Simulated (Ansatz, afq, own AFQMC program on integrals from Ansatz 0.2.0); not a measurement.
Two steps: Ansatz 0.2.0 writes the Fock matrix and Cholesky factors of the valence space, and afq projects on them the lowest state that overlaps trial and start.

```yaml
crystal:
  periodic: [false, false, false]
  atoms:
    - {symbol: Si, position_ang: [0.009549, 0.000000, 0.596251]}
    - {symbol: B, position_ang: [0.082879, 0.000000, -1.220343]}
    - {symbol: H, position_ang: [-0.655529, -0.941243, -0.672172]}
    - {symbol: H, position_ang: [-0.655531, 0.941242, -0.672172]}
    - {symbol: H, position_ang: [0.156043, 0.000000, -2.180559]}
basis:
  gaussian: {orbitals: cc-pVDZ}
magnetization: {spin_polarized: false}
correlation: {method: ccsd_t, electrons: outside_noble_gas, hamiltonian_folder: ham}
```

```sh
$ ansatz run in.yaml --threads 1 --pin off --events-out ev --progress --plain --max-ram 1382MiB
```

Options of the walk:

```
--method free --trial cisd --walkers 60 --time-step 0.03 --max-blocks 80 --target-error 0.00038 --factor-cut 1e-05 --seed 7086 --times 0,0.21,0.42,0.81,1.2,1.8,2.4,3 --taylor-order 8
```

Times are imaginary, in 1/Eh. The walk had a cap of 656 s.

```
orbitals 41  electrons 5 5  factors 331 of 444
reference energy -315.23058214 Eh
CCSD correlation -0.22210856 Eh in 10 cycles, weight of the determinant in the CISD state 0.8717
repeat  energy at the last time / Eh  error
    10  -315.462964  0.000790
    20  -315.463088  0.000681
    30  -315.463167  0.000525
    40  -315.462733  0.000456
    50  -315.462434  0.000442
    60  -315.462467  0.000419
    70  -315.462139  0.000410
    80  -315.462201  0.000384
time / (1/Eh)  energy / Eh  error  mean overlap
  0.00  -315.452589  0.000253  1.1466
  0.21  -315.456089  0.000271  1.1504
  0.42  -315.458108  0.000243  1.1414
  0.81  -315.460234  0.000274  1.1403
  1.20  -315.461133  0.000298  1.1487
  1.80  -315.461838  0.000359  1.1631
  2.40  -315.461355  0.000395  1.2130
  3.00  -315.462201  0.000384  1.2130
energy -315.462201 +/- 0.000384 Eh
```

**Question.** Estimate how long the walk took on 1 thread of Arm Neoverse V1 (shared host).

**Answer.** 2.2 min of wall time.

The run passed its tests (error under three times the target), which doesn't prove that it has relaxed.

Against this walk (error 10.4 meV) on the same determinant: CCSD(T) 34.9 meV higher, CCSDT(Q) 7.3 meV lower (within the noise). The error is statistical, and a free projection of finite length keeps a remainder of its start. The last points scatter (meV from the last: 54 ± 7 at 0.81, 29 ± 8 at 1.20, 10 ± 10 at 1.80, 23 ± 11 at 2.40, 0 ± 10 at 3.00); the last is the one printed as the energy, and the gaps above move with that scatter.

Cautions: remainder of the start not in the error.

CCSDT and higher add their correlation energy to the determinant of the CCSD(T) run, since their own runs factorise the integrals more tightly (a shift of under 2 meV). A walk keeps the symmetry of its determinant, which the program's search chose and which needn't be the lowest solution, so a lower state of the same spin and another symmetry isn't excluded.
